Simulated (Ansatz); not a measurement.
bcc Li

All values below come from PBE (plane waves, PAW; Ansatz, an electronic-structure program).

Numerical settings: plane-wave cutoff 520 eV, 26×26×26 k mesh, Fermi–Dirac smearing 0.081 eV (set by the program), scalar-relativistic PAW data made under PBE.

Cell: relaxed at this level.

| Quantity | Value |
|---|---|
| elastic constant C11 | 15.5 GPa |
| elastic constant C12 | 13.1 GPa |
| elastic constant C44 | 11.6 GPa |
| Voigt–Reuss–Hill bulk modulus | 13.9 GPa |
| polycrystal shear modulus (Hill average) | 5.05 GPa |
| Young modulus | 13.5 GPa |
| Poisson ratio | 0.338 |

Measured, for comparison: elastic constant C11 14.7 GPa (temperature not stated, not corrected to a static lattice, our sources range from 13.4 to 14.7; as tabulated in arXiv:1601.06701); elastic constant C12 11.3 GPa (temperature not stated, not corrected to a static lattice, our sources range from 11.3 to 12.5; as tabulated in Mechanics & Industry (2023), article mi220138, Table 3); elastic constant C44 9.6 GPa (temperature not stated, not corrected to a static lattice, our sources range from 9.60 to 10.7; as tabulated in Mechanics & Industry (2023), article mi220138, Table 3). Computed (rounded) less measured: elastic constant C11 +5 % (+5 % to +16 % over the range), elastic constant C12 not scored (sources differ), elastic constant C44 not scored (sources differ). A static lattice is as a rule a little smaller and stiffer than an uncorrected measurement, which narrows the difference in the elastic constant C11 and would widen misses of the other sign.

Elastic constants are with the ions relaxed.

Computed values are for the static lattice.

Computing time: very roughly 2.6 core-minutes.
